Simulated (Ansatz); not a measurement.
Species: trimethyl amine, C3H9N, net charge 0, singlet state. 
Structure (B3LYP-D3(BJ)/def2-TZVP (Ansatz, a program for electronic structure) minimum search):
```xyz
13

N      0.0026     0.0015     0.3690
C      0.0034     1.3852    -0.0654
C      1.1975    -0.6963    -0.0655
C     -1.2022    -0.6896    -0.0484
H     -0.0042     1.4885    -1.1661
H      0.8915     1.8925     0.3148
H     -0.8763     1.8974     0.3273
H      1.2828    -0.7549    -1.1661
H      1.1956    -1.7143     0.3273
H      2.0837    -0.1858     0.3147
H     -1.3035    -0.7477    -1.1477
H     -2.0800    -0.1742     0.3444
H     -1.2003    -1.7076     0.3443
```
Charge 0, spin multiplicity 1.

Computed values are from Ansatz. Cores are frozen in the correlated levels unless marked. Open shells are spin-unrestricted. Spin-orbit coupling is left out. Non-relativistic. Basis-set limits of correlation are two-point, X^-3; Hartree-Fock from the larger set. The bracket is a focal-point correction in the basis named.

Q: What is the T1 diagnostic at CCSD/cc-pVTZ?

A: 0.009.

Q: What is the dipole moment at CCSD(T)/aug-cc-pVDZ?

A: 0.57 D.

Q: What is the total energy at RI-MP2/CBS(cc-pVTZ,cc-pVQZ)+[CCSD(T)-MP2]/cc-pVTZ?

A: -174.2548 Eh.

Q: What is the atomisation energy De at RI-MP2/CBS(cc-pVTZ,cc-pVQZ)+[CCSD(T)-MP2]/cc-pVTZ?

A: 1160.7 kcal/mol.
